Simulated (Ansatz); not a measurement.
How far each method lies from full CI for AlH, triplet

Geometry: a point of a stretch scan, not a stationary point.

```csv
atom,x (Å),y (Å),z (Å)
Al,0.0000,0.0000,0.0000
H,0.0000,0.0000,1.9460
```

Basis cc-pVQZ; Ansatz 0.2.0. Correlated methods freeze the noble-gas cores, which leaves 4 electrons in 84 orbitals. R marks a restricted (for open shells ROHF) determinant, U an unrestricted one. Active spaces: valence = (4e, 5o) chosen from the atoms' valence shells.

Full CI is exact within this basis and frozen core; it isn't the basis-set limit. The frozen core follows each run's orbitals, which can shift R against U totals by a few meV.

```
UHF ⟨S²⟩                          : 2.053
T1 diagnostic (RCCSD)             : 0.0665
largest doubles amplitude (RCCSD) : 0.081
T1 diagnostic (UCCSD)             : 0.0368
```

```json
{"level": "RHF", "E − E(full CI) (mEh)": "69.35", "share of correlation (%)": "0.00", "wall time": "–"}
{"level": "UHF", "E − E(full CI) (mEh)": "63.52", "share of correlation (%)": "8.41", "wall time": "–"}
{"level": "RMP2", "E − E(full CI) (mEh)": "21.20", "share of correlation (%)": "69.43", "wall time": "–"}
{"level": "UMP2", "E − E(full CI) (mEh)": "19.86", "share of correlation (%)": "71.37", "wall time": "–"}
{"level": "RCCSD", "E − E(full CI) (mEh)": "3.27", "share of correlation (%)": "95.28", "wall time": "–"}
{"level": "UCCSD", "E − E(full CI) (mEh)": "2.72", "share of correlation (%)": "96.07", "wall time": "–"}
{"level": "RCCSD(T)", "E − E(full CI) (mEh)": "0.87", "share of correlation (%)": "98.74", "wall time": "3.3 s"}
{"level": "UCCSD(T)", "E − E(full CI) (mEh)": "0.78", "share of correlation (%)": "98.88", "wall time": "3.1 s"}
{"level": "BCCD(T)", "E − E(full CI) (mEh)": "0.81", "share of correlation (%)": "98.84", "wall time": "4.2 s"}
{"level": "RCCSDT", "E − E(full CI) (mEh)": "0.06", "share of correlation (%)": "99.91", "wall time": "–"}
{"level": "UCCSDT", "E − E(full CI) (mEh)": "0.01", "share of correlation (%)": "99.98", "wall time": "–"}
{"level": "RCCSDT(Q)", "E − E(full CI) (mEh)": "0.02", "share of correlation (%)": "99.98", "wall time": "60 s"}
{"level": "UCCSDT(Q)", "E − E(full CI) (mEh)": "-0.03", "share of correlation (%)": "100.04", "wall time": "57 s"}
{"level": "CASSCF (valence space)", "E − E(full CI) (mEh)": "40.48", "share of correlation (%)": "41.64", "wall time": "–"}
{"level": "NEVPT2 (valence space)", "E − E(full CI) (mEh)": "12.15", "share of correlation (%)": "82.48", "wall time": "2.2 s"}
```

The correlation energy at full CI, counted from RHF, is -1.887 eV. That run took 40 s on 1 thread of Arm Neoverse V1, shared host over 3,037,760 determinants.

Times hold each run's SCF and search for its determinant on a shared host, so for small cases they say little of a method's own cost; they ran on 1 thread of Arm Neoverse V1.

The full-CI state has the irrep B1 of C2v, in the program's axes (one component, if the state is degenerate).

Natural occupations of full CI about the gap: 1.902 0.991 0.979 0.045 0.025 0.014 0.009 0.007 0.006 0.005; effectively unpaired electrons, Σ n²(2−n)², 2.05.
